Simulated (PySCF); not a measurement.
**TDDFT excited states: C5H10**

1-pentene, C5H10.
SMILES: `C=CCCC`

The calculation used PySCF, TDDFT CAM-B3LYP/aug-cc-pVTZ, vertical, gas phase, core orbitals frozen in the response. Isolated species at its PBE0-D3(BJ)/def2-TZVP geometry (one conformer only). Torsions of this conformer, `[CH2:1]=[CH:2][CH2:3][CH2:4][CH3:5]`: C1–C2–C3–C4 118°, C2–C3–C4–C5 177°.

Task: List the vertical singlet excitations with oscillator strengths and describe the spectrum.

Result: 

| state | λ (nm) | E (eV) | f | main configurations (H = HOMO, L = LUMO) |
| --- | --- | --- | --- | --- |
| S1 | 187.9 | 6.60 | 0.035 | H→L (55%), H→L+1 (33%) |
| S2 | 177.6 | 6.98 | 0.0017 | H→L+2 (74%) |
| S3 | 174.5 | 7.10 | 0.289 | H→L+3 (37%), H→L+6 (34%), H→L+5 (14%) |
| S4 | 171.2 | 7.24 | 0.033 | H→L+1 (35%), H→L (20%), H→L+4 (14%) |
| S5 | 166.4 | 7.45 | 0.083 | H→L+3 (45%), H→L+8 (17%), H→L+6 (11%) |
| S6 | 157.9 | 7.85 | 0.013 | H→L+4 (62%), H→L (11%) |
| S7 | 155.7 | 7.96 | 0.0004 | H→L+5 (46%), H→L+6 (25%) |
| S8 | 153.4 | 8.08 | 0.0002 | H-2→L+6 (38%), H-2→L+5 (16%), H-2→L+8 (9%) |
| S9 | 152.6 | 8.12 | 0.017 | H→L+7 (80%) |
| S10 | 149.3 | 8.30 | 0.020 | H→L+9 (26%), H→L+8 (21%), H→L+11 (19%) |

Triplets, Tamm–Dancoff:

| state | E (eV) | λ (nm) | main configurations (H = HOMO, L = LUMO) |
| --- | --- | --- | --- |
| T1 | 4.44 | 279.2 | H→L+6 (39%), H→L+5 (16%), H→L+9 (12%) |
| T2 | 6.53 | 189.9 | H→L (53%), H→L+1 (33%) |
| T3 | 6.94 | 178.7 | H→L+2 (74%) |
| T4 | 7.18 | 172.6 | H→L+1 (31%), H→L+3 (22%), H→L (16%) |

The lowest singlet comes at 188 nm (637 kJ/mol) in the vacuum ultraviolet; it is of moderate strength; its leading configuration is HOMO→LUMO (55%). The most intense listed level is S3 at 7.10 eV (175 nm, f = 0.289), 0.51 eV above S1. Löwdin shares by element: HOMO carbon 76% or more, hydrogen 5% or more (atoms not listed hold the other 18%); LUMO hydrogen 49% or more (atoms not listed hold the other 51%). Weighted by f, the mean energy of these states is 7.24 eV. Of the 10 states listed, 7 reach f = 0.01 and 2 stay under 0.0005. The oscillator strengths of these states sum to 0.491; summed over the whole spectrum of an exact calculation they would give the number of electrons, 40 (Thomas–Reiche–Kuhn). Singlets were solved by full linear response, triplets in the Tamm–Dancoff approximation.
